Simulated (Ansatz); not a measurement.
# C3H5ClO: one species, many methods

An exercise on one series of results from a longer session: the logs are not shown, and one member is left open.

Computed with Ansatz 0.2.0, Gaussian basis. Level: functionals in def2-TZVPP, the program's frozen cores in correlated methods.

Plan: PBE-D4, r2SCAN-D4, PBE0-D4, B3LYP-D4, ωB97X-V, ωB97M-V, B2PLYP; CCSD(T)/def2-TZVPP; MP2/def2-QZVPP; extrapolation to the limit.

**The geometry**

An earlier PBE0-D4 in a triple-zeta def2 set relaxation fixed the geometry.

SMILES `C=C(O)CCl`, 10 atoms, charge 0, spin multiplicity 1.

Atoms are counted from 1 here; the program's logs count them from 0.

Bond lengths: C1–C2 1.331 Å, C1–H6 1.080 Å, C1–H7 1.084 Å, C2–O3 1.352 Å, C2–C4 1.486 Å, O3–H8 0.962 Å, C4–Cl5 1.789 Å, C4–H9 1.086 Å, C4–H10 1.090 Å. Angles: C2–C1–H6 120.4°, C2–C1–H7 121.9°, H6–C1–H7 117.8°, C1–C2–O3 125.3°, C1–C2–C4 123.0°, O3–C2–C4 111.7°, C2–O3–H8 109.4°, C2–C4–Cl5 111.8°, C2–C4–H9 110.7°, C2–C4–H10 110.6°, Cl5–C4–H9 107.4°, Cl5–C4–H10 106.4°, H9–C4–H10 110.0°.

Set-up of the first run:

Input file in.yaml:

```yaml
crystal:
  periodic: [false, false, false]
  atoms:
    - {symbol: C, position_ang: [-0.363588, -0.342318, 1.286400]}
    - {symbol: C, position_ang: [0.168087, -0.263665, 0.069167]}
    - {symbol: O, position_ang: [0.917918, -1.222454, -0.519180]}
    - {symbol: C, position_ang: [0.025028, 0.932119, -0.800584]}
    - {symbol: Cl, position_ang: [-0.973628, 0.586881, -2.244258]}
    - {symbol: H, position_ang: [-0.962009, 0.469102, 1.674250]}
    - {symbol: H, position_ang: [-0.222835, -1.212574, 1.917632]}
    - {symbol: H, position_ang: [0.950900, -1.996518, 0.051065]}
    - {symbol: H, position_ang: [-0.455001, 1.743540, -0.260745]}
    - {symbol: H, position_ang: [0.998128, 1.254786, -1.170648]}
basis:
  gaussian: {orbitals: def2-TZVPP}
hamiltonian: {xc: pbe, dispersion: d4}
output: {forces: true, orbitals: {seedname: orbitals}}
```

Command:

```bash
> ansatz run in.yaml --threads 4 --pin off --events-out ev --progress --plain --max-ram 10444MiB
```

Among the steps run: PBE-D4 (GGA); r2SCAN-D4 (meta-GGA); PBE0-D4 (hybrid); B3LYP-D4 (hybrid); ωB97X-V (range-separated); ωB97M-V (range-separated); B2PLYP (double hybrid); CCSD(T) in def2-TZVPP; MP2 in def2-QZVPP.

One table of the session follows, with a row left open; its other results are not shown here.

It belongs to the step «Atomisation energies». 

```
            method  atomisation energy (kJ/mol)
            PBE-D4                       4075.1
         r2SCAN-D4                       3967.1
           PBE0-D4                       3982.7
          B3LYP-D4                       3941.6
           ωB97X-V                       3947.9
           ωB97M-V                       3961.8
            B2PLYP                       3904.7
     HF/def2-TZVPP                       2824.2
    MP2/def2-TZVPP                       3933.5
   CCSD/def2-TZVPP                       3771.3
CCSD(T)/def2-TZVPP                       3841.8
           MP2/CBS                       4037.3
       CCSD(T)/CBS                            ?
```

Q: Estimate the row for CCSD(T)/CBS from the others.

As computed: atomisation energy (kJ/mol): 3945.5. In the column «atomisation energy (kJ/mol)» it lies between B3LYP-D4 (3941.6) and ωB97X-V (3947.9).

Caveats from the session: Free atoms (3 C, 1 O, 1 Cl, 5 H) were run apart at each level; the atomisation energy is their sum less the molecule, without zero-point or spin-orbit terms.
